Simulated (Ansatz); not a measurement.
Worked example: the enthalpy of formation of C3H6O (allyl alcohol)

The species is C3H6O (10 atoms), meant as a singlet with charge 0. SMILES: `C=CCO`. The shape is that of a PBE0-D4/def2-TZVP optimisation. This is one conformer, not always the lowest.

Total energies at wB97X/cc-pVDZ (Ansatz 0.2.0); the atoms run unrestricted:

| species | state | energy (Eh) |
| --- | --- | --- |
| C3H6O | singlet | -193.071626 |
| C | triplet | -37.839575 |
| O | triplet | -75.050248 |
| H | doublet | -0.500603 |

Harmonic wavenumbers at PBE0-D4/def2-TZVP, in cm⁻¹: 120, 335, 346, 449, 673, 928, 948, 970, 1037, 1087, 1154, 1229, 1310, 1352, 1408, 1453, 1494, 1724, 3012, 3083, 3147, 3161, 3238, 3853.

Measured heats of formation of the gaseous atoms at 298.15 K, in kJ/mol: C 716.9, O 249.2, H 218.0. Spin-orbit lowering of the atoms at 298 K (mean of the ground term's levels less their thermal mean, from spectra), in kJ/mol: C 0.02, O 0.40. Take 1 Eh = 2625.50 kJ/mol, 1 cm⁻¹ = 0.0119627 kJ/mol, RT = 2.479 kJ/mol.

What heat of formation follows?


1. Electronic atomisation energy: 3 × (-37.839575) + (-75.050248) + 6 × (-0.500603) − (-193.071626) = 1.499035 Eh = 3935.7 kJ/mol.
2. Zero-point energy: half the sum of the wavenumbers, 18755.5 cm⁻¹ = 224.4 kJ/mol.
3. Thermal vibrational enthalpy, Σ hcν̃/(exp(hcν̃/kT) − 1): 5.5 kJ/mol. Translation, rotation and pV of a non-linear molecule: 4 RT = 9.9 kJ/mol.
4. The 10 free atoms carry 5/2 RT each: 62.0 kJ/mol.
5. Spin-orbit coupling lowers the free atoms by 3 × 0.02 + 0.40 = 0.5 kJ/mol.
6. Atomisation enthalpy at 298 K: 3935.7 − 0.5 − 224.4 − 5.5 − 9.9 + 62.0 = 3757.4 kJ/mol.
7. Sum of the atoms' heats of formation: 3707.9 kJ/mol. Heat of formation: 3707.9 − 3757.4 = -49.5 kJ/mol.

The tabulated value is -124.5 kJ/mol (CRC Handbook of Chemistry and Physics), so this level is off by +75.0 kJ/mol, or 2.0 % of the atomisation enthalpy that the table implies (3832.3 kJ/mol). Anharmonicity and any spin-orbit splitting of the molecule are left out.
